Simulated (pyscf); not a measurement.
This saddle point was located with ωB97X-D3(BJ)/def2-SVP in PySCF.

```xyz
8

O      0.1252     0.3097     1.1763
Si     1.0275    -0.9362     0.6405
Cl     2.1974    -1.6731     2.1370
Cl    -0.1781    -2.4521    -0.0289
Cl     2.2213    -0.3491    -0.9025
H     -1.1272     0.7025     0.8044
H     -1.1239     0.3099     1.7250
H     -1.9748     0.6663     1.3360
```

Surface: singlet, charge 0. Lowest wavenumbers (cm⁻¹): 2600i, 73, 112, 165, 170.

**Question.** Name the species on either side of this saddle.

**Answer.** HO–Si(Cl)(Cl)–Cl + hydrogen (H₂) ⇌ HO–Si(Cl)(Cl)–Cl + hydrogen (H₂), a four-centre exchange read from left to right: H–O, H–H broken and H–O, H–H formed. At ωB97M-D3(BJ)/def2-TZVP it lies +2.88 eV from the left side and +2.88 eV from the right (each side as separated species at their lowest minima found). The same reactants have a lower exit, to HO–SiH(Cl)–Cl + HCl (barrier +2.34 eV at ωB97M-D3(BJ)/def2-TZVP, against +2.88 eV here). One saddle was located; it need not be the lowest between these sides.
